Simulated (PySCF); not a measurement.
# BH3: electronic structure in real space

For BH3, the scripts below analyse its density (charges, bond critical points, surface potential), see where an electron leaves and enters and measure its response to a uniform field.

The runs use PySCF 2.14.0; levels as typed in each script, gas phase, geometry from GFN2-xTB.

**1. The system as given**

SMILES `B`, 4 atoms, charge 0, spin multiplicity 1.

Bond lengths: B1–H2 1.164 Å, B1–H3 1.164 Å, B1–H4 1.164 Å. Angles: H2–B1–H3 120.0°, H2–B1–H4 120.0°, H3–B1–H4 120.0°.

As a file:

```xyz
4
BH3
B     0.0000    0.0000    0.0000
H    -0.3009    1.1249    0.0000
H    -0.8237   -0.8231    0.0000
H     1.1247   -0.3018    0.0000
```

**2. Density, bond paths and surface potential (wB97X/def2-tzvp)**

The input, input.py:

```python
import numpy as np
from pyscf import gto, scf, dft
from pyscf.scf import atom_ks, atom_hf
from scipy.linalg import block_diag

def solve(mol, dm0=None, hcore=None):
    mf = (dft.UKS if mol.spin else dft.RKS)(mol, xc='wb97x')
    mf.grids.level = 3
    mf = mf.density_fit(auxbasis='def2-universal-jkfit')
    mf.conv_tol, mf.max_cycle = 1e-8, 80
    if hcore is not None:
        mf.get_hcore = lambda *args: hcore
    mf.kernel(dm0)
    if not mf.converged:
        mf = mf.newton().run(mf.mo_coeff, mf.mo_occ, max_cycle=30)
    assert mf.converged, 'SCF not converged'
    return mf

mol = gto.M(atom='''
B      0.00000     0.00000     0.00000
H     -0.30093     1.12490     0.00000
H     -0.82373    -0.82307     0.00000
H      1.12466    -0.30184     0.00000
''', basis='def2-tzvp', charge=0, spin=0, verbose=4)
mf = solve(mol)
mf.analyze()
# spherically averaged free atoms, for the promolecule
atm = atom_ks.get_atm_nrks(mol, xc='wb97x')
pro = block_diag(*[(atm[a[0]][2] * atm[a[0]][3]) @ atm[a[0]][2].T for a in mol._atom])
np.savez('result.npz', e=mf.e_tot, c=mf.mo_coeff, occ=mf.mo_occ, eps=mf.mo_energy, pro=pro, dip=mf.dip_moment(verbose=0), s2=mf.spin_square()[0])
```

Started as:

```sh
$ OMP_NUM_THREADS=1 python input.py
```

**4. Removing and adding an electron (wB97X/def2-tzvp)**

input.py: that of step 2 with these lines changed.

```diff
@@ -25,3 +25,12 @@
 mf = solve(mol)
-mf.analyze()
+out = dict(e0=mf.e_tot, dm0=mf.make_rdm1(), c=mf.mo_coeff, occ=mf.mo_occ, eps=mf.mo_energy)
+for name, dq, spin in [('cation', 1, 1)]:
+    ion = mol.copy().set(charge=mol.charge + dq, spin=spin).build()
+    mi = solve(ion)
+    if spin and dq > 0 and mol.nao < 130:
+        c, _, stable, _ = mi.stability(return_status=True)
+        if not stable:
+            mi = solve(ion, mi.make_rdm1(c, mi.mo_occ))
+    print(name, 'vertical energy change / eV', (mi.e_tot - mf.e_tot) * 27.211386)
+    out.update({'e_' + name: mi.e_tot, 'dm_' + name: mi.make_rdm1(), 's2_' + name: mi.spin_square()[0], 'eps_' + name: mi.mo_energy, 'occ_' + name: mi.mo_occ})
 # spherically averaged free atoms, for the promolecule
@@ -29,2 +38,2 @@
 pro = block_diag(*[(atm[a[0]][2] * atm[a[0]][3]) @ atm[a[0]][2].T for a in mol._atom])
-np.savez('result.npz', e=mf.e_tot, c=mf.mo_coeff, occ=mf.mo_occ, eps=mf.mo_energy, pro=pro, dip=mf.dip_moment(verbose=0), s2=mf.spin_square()[0])
+np.savez('result.npz', pro=pro, **out)
```

**5. Response to an electric field (wB97X/def2-tzvp)**

The input, input.py:

```python
import numpy as np
from pyscf import gto, scf, dft
from pyscf.scf import atom_ks, atom_hf
from scipy.linalg import block_diag

def solve(mol, dm0=None, hcore=None):
    mf = (dft.UKS if mol.spin else dft.RKS)(mol, xc='wb97x')
    mf.grids.level = 3
    mf = mf.density_fit(auxbasis='def2-universal-jkfit')
    mf.conv_tol, mf.max_cycle = 1e-8, 80
    if hcore is not None:
        mf.get_hcore = lambda *args: hcore
    mf.kernel(dm0)
    if not mf.converged:
        mf = mf.newton().run(mf.mo_coeff, mf.mo_occ, max_cycle=30)
    assert mf.converged, 'SCF not converged'
    return mf

mol = gto.M(atom='''
B      0.00000     0.00000     0.00000
H     -0.30093     1.12490     0.00000
H     -0.82373    -0.82307     0.00000
H      1.12466    -0.30184     0.00000
''', basis='def2-tzvp', charge=0, spin=0, verbose=4)
field = np.array([0.004, 0.0, 0.0])  # atomic units
mol.set_common_orig(mol.atom_charges() @ mol.atom_coords() / mol.atom_charges().sum())
mf = solve(mol)
out = dict(dm0=mf.make_rdm1(), d0=mf.dip_moment(unit='AU'), e0=mf.e_tot)
for name, sign in (('p', 1), ('m', -1)):
    h = mf.get_hcore() + sign * np.einsum('x,xij->ij', field, mol.intor('int1e_r'))
    mi = solve(mol, mf.make_rdm1(), h)
    out.update({'dm' + name: mi.make_rdm1(), 'd' + name: mi.dip_moment(unit='AU'), 'e' + name: mi.e_tot})
# spherically averaged free atoms, for the promolecule
atm = atom_ks.get_atm_nrks(mol, xc='wb97x')
pro = block_diag(*[(atm[a[0]][2] * atm[a[0]][3]) @ atm[a[0]][2].T for a in mol._atom])
np.savez('result.npz', pro=pro, **out)
```

(Steps that only read results are left out.)

What does the calculation give? Wanted: dipole moment; HOMO, LUMO; polarisability along the field.

As calculated:

```
                                        quantity            value
                 dipole moment (wB97X/def2-tzvp)           0.00 D
                    HOMO, LUMO (wB97X/def2-tzvp)  -12.61, 0.43 eV
polarisability along the field (wB97X/def2-tzvp)       17.3 bohr³
```

What this shows: At wB97X/def2-tzvp: The highest Hirshfeld charge is on B1 (+0.16 e), the lowest on H2, H3 and H4 (−0.06 e). The geometry was not optimised at these levels.
